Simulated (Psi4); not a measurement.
**[SiH5]− (SMILES [H][Si-]([H])([H])([H])[H]) at AQCC/def2-TZVPD**

Aim: the energy difference between two shapes of [SiH5]− at AQCC/def2-TZVPD, from 2 runs. The job is set up through a QCSchema input.

The results are computed with Psi4 1.11.

1 further run of the same task is left out (set aside as unsound or not needed).

**1. The structure to begin with**

[SiH5]−: 6 atoms, total charge -1, spin state singlet. SMILES: `[H][Si-]([H])([H])([H])[H]`. The shape is that of a GFN2-xTB optimisation.

Bond lengths: Si1–H2 1.639 Å, Si1–H3 1.644 Å, Si1–H4 1.491 Å, Si1–H5 1.491 Å, Si1–H6 1.491 Å. Angles: H2–Si1–H3 179.9°, H2–Si1–H4 90.0°, H2–Si1–H5 90.0°, H2–Si1–H6 90.1°, H3–Si1–H4 89.9°, H3–Si1–H5 90.0°, H3–Si1–H6 90.0°, H4–Si1–H5 120.1°, H4–Si1–H6 120.0°, H5–Si1–H6 120.0°.

**2. A single-point energy at AQCC/def2-TZVPD**

Input file input.json:

```json
{
  "schema_name": "qcschema_input",
  "schema_version": 1,
  "molecule": {
    "schema_name": "qcschema_molecule",
    "schema_version": 2,
    "symbols": ["Si", "H", "H", "H", "H", "H"],
    "geometry": [-0.00045353, 0.00043464, 0.0027779, -0.03758665, -0.01472097, 3.09898077, 0.04117713, 0.01485325, -3.10376178, 2.81688245, 0.02239325, 0.03628274, -1.43156203, 2.42848704, -0.00495108, -1.38843848, -2.45144722, -0.02932855],
    "molecular_charge": -1,
    "molecular_multiplicity": 1,
    "fix_com": true,
    "fix_orientation": true
  },
  "driver": "energy",
  "model": {
    "method": "aqcc",
    "basis": "def2-TZVPD"
  },
  "keywords": {
    "scf_type": "pk",
    "freeze_core": true
  }
}
```

The run is started by

```
$ psi4 --qcschema input.json -n 1 --memory 1600MB
```

stdout:

```text
[...]
  Running in c1 symmetry.
[...]
  Nuclear repulsion =   26.139781456709677
[...]
  Multiplicity = 1
[...]
  Nalpha       = 10
  Nbeta        = 10
[...]
    Number of basis functions: 88
[...]
   @RHF iter   1:  -291.72125582993334   -3.97052e-01   2.67698e-03 DIIS/ADIIS
[...]
   @RHF iter   9:  -291.76821195501935   -1.85651e-10   7.51822e-09 DIIS
[...]
    Orbital Energies [Eh]
    ---------------------
    Doubly Occupied:
       1A    -68.553238     2A     -5.895216     3A     -4.003206
       4A     -4.003200     5A     -4.001336     6A     -0.502307
       7A     -0.272837     8A     -0.272754     9A     -0.245170
      10A     -0.093491
[...]
  @RHF Final Energy:  -291.76821195501935
   => Energetics <=
    Nuclear Repulsion Energy =             26.1397814567096773
    One-Electron Energy =                -460.1304777984994416
    Two-Electron Energy =                 142.2224843867704180
    Total Energy =                       -291.7682119550193534
[...]
 Multipole Moments:
 ------------------------------------------------------------------------------------
     Multipole            Electronic (a.u.)      Nuclear  (a.u.)        Total (a.u.)
 ------------------------------------------------------------------------------------
 L = 1.  Multiply by 2.5417464519 to convert [e a0] to [Debye]
 Dipole X            :          0.0050282           -0.0058770           -0.0008488
 Dipole Y            :         -0.0055924            0.0056503            0.0000579
 Dipole Z            :         -0.0244483            0.0361127            0.0116644
 Magnitude           :                                                    0.0116953
[...]
      * SCS-MP2 total energy:                 -291.955350131231
[...]
      * MP2 total energy:                     -291.938729902821
[...]
```

The result, in JSON:

```text
{
 "driver": "energy",
 "model": {
  "method": "aqcc",
  "basis": "def2-TZVPD"
 },
 "success": true,
 "return_result": -291.9743509863929,
 "properties": {
  "calcinfo_nbasis": 88,
  "calcinfo_nmo": 88,
  "calcinfo_nalpha": 10,
  "calcinfo_nbeta": 10,
  "calcinfo_natom": 6,
  "nuclear_repulsion_energy": 26.139781456709677,
  "return_energy": -291.9743509863929,
  "scf_one_electron_energy": -460.13047779849944,
  "scf_two_electron_energy": 142.22248438677042,
  "scf_dipole_moment": [-0.0008488446746890976, 5.7879235853208755e-05, 0.01166435424961014],
  "scf_total_energy": -291.76821195501935,
  "scf_iterations": 9,
  "mp2_same_spin_correlation_energy": -0.02017310901980348,
  "mp2_opposite_spin_correlation_energy": -0.15034483878223556,
  "mp2_singles_energy": 0.0,
  "mp2_doubles_energy": -0.17051794780203905,
  "mp2_correlation_energy": -0.17051794780203905,
  "mp2_total_energy": -291.93872990282136
 }
}
```

Wall time 6.6 s (1 thread of Intel Xeon 6975P-C (Granite Rapids), shared host); peak memory 0.62 GiB.

**3. The distorted shape, same level**

Input file input.json:

```json
{
  "schema_name": "qcschema_input",
  "schema_version": 1,
  "molecule": {
    "schema_name": "qcschema_molecule",
    "schema_version": 2,
    "symbols": ["Si", "H", "H", "H", "H", "H"],
    "geometry": [-0.08735259, -0.09671429, 0.11349317, -0.21081785, -0.19210767, 2.93352202, 0.18001531, 0.09314649, -3.12152331, 2.83298292, -0.09360569, 0.02693805, -1.52773775, 2.41887779, 0.02672829, -1.37266493, -2.52434907, 0.10011769],
    "molecular_charge": -1,
    "molecular_multiplicity": 1,
    "fix_com": true,
    "fix_orientation": true
  },
  "driver": "energy",
  "model": {
    "method": "aqcc",
    "basis": "def2-TZVPD"
  },
  "keywords": {
    "reference": "rhf",
    "scf_type": "pk",
    "freeze_core": true
  }
}
```

The run is started by

```
$ psi4 --qcschema input.json -n 1 --memory 1600MB
```

stdout:

```text
[...]
  Running in c1 symmetry.
[...]
  Nuclear repulsion =   26.192048820683834
[...]
  Multiplicity = 1
[...]
  Nalpha       = 10
  Nbeta        = 10
[...]
    Number of basis functions: 88
[...]
   @RHF iter   1:  -291.71372346307510   -3.83668e-01   2.69677e-03 ADIIS/DIIS
[...]
   @RHF iter  10:  -291.76129062819587   -3.92220e-12   2.45162e-09 DIIS
[...]
    Orbital Energies [Eh]
    ---------------------
    Doubly Occupied:
       1A    -68.552629     2A     -5.894787     3A     -4.002964
       4A     -4.002511     5A     -4.001058     6A     -0.504190
       7A     -0.277906     8A     -0.262440     9A     -0.249396
      10A     -0.091249
[...]
  @RHF Final Energy:  -291.76129062819587
   => Energetics <=
    Nuclear Repulsion Energy =             26.1920488206838336
    One-Electron Energy =                -460.2284190680783240
    Two-Electron Energy =                 142.2750796191985785
    Total Energy =                       -291.7612906281958658
[...]
 Multipole Moments:
 ------------------------------------------------------------------------------------
     Multipole            Electronic (a.u.)      Nuclear  (a.u.)        Total (a.u.)
 ------------------------------------------------------------------------------------
 L = 1.  Multiply by 2.5417464519 to convert [e a0] to [Debye]
 Dipole X            :          1.2526879           -1.3211586           -0.0684706
 Dipole Y            :          1.6313236           -1.6520382           -0.0207146
 Dipole Z            :         -1.1401238            1.5546871            0.4145633
 Magnitude           :                                                    0.4206900
[...]
      * SCS-MP2 total energy:                 -291.948740251712
[...]
      * MP2 total energy:                     -291.932133698545
[...]
```

The result, in JSON:

```text
{
 "driver": "energy",
 "model": {
  "method": "aqcc",
  "basis": "def2-TZVPD"
 },
 "success": true,
 "return_result": -291.9678662723808,
 "properties": {
  "calcinfo_nbasis": 88,
  "calcinfo_nmo": 88,
  "calcinfo_nalpha": 10,
  "calcinfo_nbeta": 10,
  "calcinfo_natom": 6,
  "nuclear_repulsion_energy": 26.192048820683834,
  "return_energy": -291.9678662723808,
  "scf_one_electron_energy": -460.2284190680783,
  "scf_two_electron_energy": 142.27507961919858,
  "scf_dipole_moment": [-0.068470622548777, -0.020714602530675696, 0.4145633290907065],
  "scf_total_energy": -291.76129062819587,
  "scf_iterations": 10,
  "mp2_same_spin_correlation_energy": -0.020263916426404724,
  "mp2_opposite_spin_correlation_energy": -0.15057915392248492,
  "mp2_singles_energy": 0.0,
  "mp2_doubles_energy": -0.17084307034888963,
  "mp2_correlation_energy": -0.17084307034888963,
  "mp2_total_energy": -291.93213369854476
 }
}
```

It took 6.3 s on 1 thread of Intel Xeon 6975P-C (Granite Rapids), shared host; peak memory 0.62 GiB.

**4. What came out**

At AQCC/def2-TZVPD, 5 core orbitals frozen:

```
                                                              quantity          value
                                             first shape: total energy  -291.97435 Eh
                      first shape: HOMO energy (Hartree–Fock orbitals)       -2.54 eV
                      first shape: LUMO energy (Hartree–Fock orbitals)        6.10 eV
    first shape: HOMO–LUMO gap (to an unbound level, set by the basis)        8.65 eV
              first shape: correlation energy (5 core orbitals frozen)     -206.1 mEh
                                         distorted shape: total energy  -291.96787 Eh
                  distorted shape: HOMO energy (Hartree–Fock orbitals)       -2.48 eV
                  distorted shape: LUMO energy (Hartree–Fock orbitals)        6.09 eV
distorted shape: HOMO–LUMO gap (to an unbound level, set by the basis)        8.57 eV
          distorted shape: correlation energy (5 core orbitals frozen)     -206.6 mEh
                                energy change with the atoms displaced       0.176 eV
```

What this shows: With the atoms displaced the energy rises by 0.18 eV (17.0 kJ/mol). The first shape isn't relaxed at this level, so the change isn't measured from a minimum.
